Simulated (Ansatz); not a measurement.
A made-up structure of CH₂ClSi, doublet:

```json
{"atom": "C1", "x (Å)": "0.1454", "y (Å)": "0.2885", "z (Å)": "0.3717"}
{"atom": "Si2", "x (Å)": "-0.5846", "y (Å)": "-0.3587", "z (Å)": "-0.9691"}
{"atom": "Cl3", "x (Å)": "1.3614", "y (Å)": "-0.5430", "z (Å)": "1.3530"}
{"atom": "H4", "x (Å)": "-1.1057", "y (Å)": "-1.0642", "z (Å)": "-2.0859"}
{"atom": "H5", "x (Å)": "-0.0492", "y (Å)": "1.2550", "z (Å)": "0.7611"}
```

It is relaxed with PBE-D4/def2-SVP and then PBE0-D4/def2-TZVP (Ansatz 0.2.0). Atoms count as bonded within 1.22 times the sum of their covalent radii (H–H: 0.88 Å). The end point is not checked to be a true minimum.

(1) Does its bonding change? (A judgement: the text doesn't fix the answer.)

## Answers

(1) By the calculation: No: no bond forms or breaks.

Where it ends: The first stage lowers the energy by 1.19 eV in 21 steps. It ends as CH₂ClSi ([SiH][CH][Cl]):
C1  (0.027, 0.305, 0.329)
Si2  (-0.728, 0.166, -1.313)
Cl3  (1.237, -0.747, 0.916)
H4  (-0.723, -1.342, -1.451)
H5  (-0.047, 1.195, 0.950)
(Å)

Labels in which every atom is bracketed show which atoms are joined, not bond orders.

For scale, one of the runs: PBE0-D4/def2-TZVP relaxation, 117 basis functions, launched by `ansatz run in.yaml --threads 2 --pin off --events-out ev --progress --plain --max-ram 4352MiB`. The run took about 25 s on 2 CPU threads of an Arm Neoverse V1 (shared host).
